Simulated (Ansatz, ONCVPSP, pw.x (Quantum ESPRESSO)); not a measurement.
Al (Z = 13): does the ONCV potential hold in the solid?

Al, optimised norm-conserving Vanderbilt (ONCV), made with ONCVPSP 4.0.1.1 (patched build) (LDA (Perdew-Wang 92), scalar-relativistic). Core [Ne], reference 3s2 3p1. Waves: 3s: rc 2.25 bohr, ncon 4, nbas 8, qcut 2.6 1/bohr, 2 projectors, debl 0.7 Ha; 3p: rc 1.80 bohr, ncon 4, nbas 9, qcut 5.6 1/bohr, local; d scattering state at 0.05 Ha: rc 1.80 bohr, ncon 4, nbas 8, qcut 4.8 1/bohr, 2 projectors, debl 2.2 Ha. Local part: the p channel. Core correction: polynomial model core, fcfact 0.4.

Atomic tests: cutoffs needed: 9.1 Ha and 32 Ha (the cutoffs (Ha) at which the residual kinetic energy of the hardest occupied pseudo-wave falls to 1 and 0.1 mHa per electron) The cutoffs count occupied waves only; projector 2 of the d channel, the hardest unoccupied one, needs 23 Ha at the loose tolerance.; ghost test: no bound ghost flagged; no localised positive-energy state flagged; largest excitation error: -8.2 meV (all-electron minus pseudo) for 3s1 3p1, out of 4 test configurations.

Crystal test: fcc Al in pw.x 7.5, no spin, 14³ k-points, Fermi–Dirac smearing 0.01 Ry, cutoffs 75/300 Ry. The lattice is a test structure that the element need not adopt, and mesh and smearing are coarse.

pw.x input:

```
&control
  calculation='scf', prefix='x', pseudo_dir='./', outdir='./tmp', tstress=.true., disk_io='none'
/
&system
  ibrav=0, nat=1, ntyp=1, ecutwfc=75, ecutrho=300, nbnd=8,
  occupations='smearing', smearing='fd', degauss=0.01
/
&electrons
  conv_thr=1e-09, mixing_beta=0.4, electron_maxstep=70
/
ATOMIC_SPECIES
Al 1.0 Al.UPF
CELL_PARAMETERS angstrom
  0.00000000 1.99339488 1.99339488
  1.99339488 0.00000000 1.99339488
  1.99339488 1.99339488 0.00000000
ATOMIC_POSITIONS crystal
Al 0.0000 0.0000 0.0000
K_POINTS automatic
14 14 14 0 0 0
```

```bash
pw.x < Al.scf.in > Al.scf.out
```

Question: How does the run end?

Answer: It converges; the pressure is -0.87 GPa against -0.23 GPa from all-electron LAPW.  The log shows:

```
     using ibrav=0 with symmetry is DISCOURAGED, use correct ibrav instead
     lattice parameter (alat)  =       5.3273  a.u.
     unit-cell volume          =     106.9071 (a.u.)^3
     number of electrons       =         3.00
     number of Kohn-Sham states=            8
     kinetic-energy cutoff     =      75.0000  Ry
     charge density cutoff     =     300.0000  Ry
     scf convergence threshold =      1.0E-09
     Exchange-correlation= SLA  PW   NOGX NOGC
     number of k points=   104  Fermi-Dirac smearing, width (Ry)=  0.0100
     iteration #  1     ecut=    75.00 Ry     beta= 0.40
     total energy              =      -5.82835188 Ry
     estimated scf accuracy    <       0.00656257 Ry
     iteration #  2     ecut=    75.00 Ry     beta= 0.40
     total energy              =      -5.82737235 Ry
     estimated scf accuracy    <       0.00206992 Ry
     iteration #  3     ecut=    75.00 Ry     beta= 0.40
     total energy              =      -5.82746545 Ry
     estimated scf accuracy    <       0.00000385 Ry
     iteration #  4     ecut=    75.00 Ry     beta= 0.40
     total energy              =      -5.82746776 Ry
     estimated scf accuracy    <       0.00000004 Ry
     iteration #  5     ecut=    75.00 Ry     beta= 0.40
     total energy              =      -5.82746778 Ry
     estimated scf accuracy    <          2.2E-09 Ry
     iteration #  6     ecut=    75.00 Ry     beta= 0.40
     the Fermi energy is     8.0955 ev
!    total energy              =      -5.82746778 Ry
     estimated scf accuracy    <          2.5E-11 Ry
     smearing contrib. (-TS)   =      -0.00200857 Ry
     The total energy is F=E-TS. E is the sum of the following terms:
     one-electron contribution =       3.03518120 Ry
     hartree contribution      =       0.00596705 Ry
     xc contribution           =      -3.38955900 Ry
     ewald contribution        =      -5.47704846 Ry
     convergence has been achieved in   6 iterations
          total   stress  (Ry/bohr**3)                   (kbar)     P=       -8.68
     Message from routine punch:
     Nothing written, as per user request (disk_io='none')
```
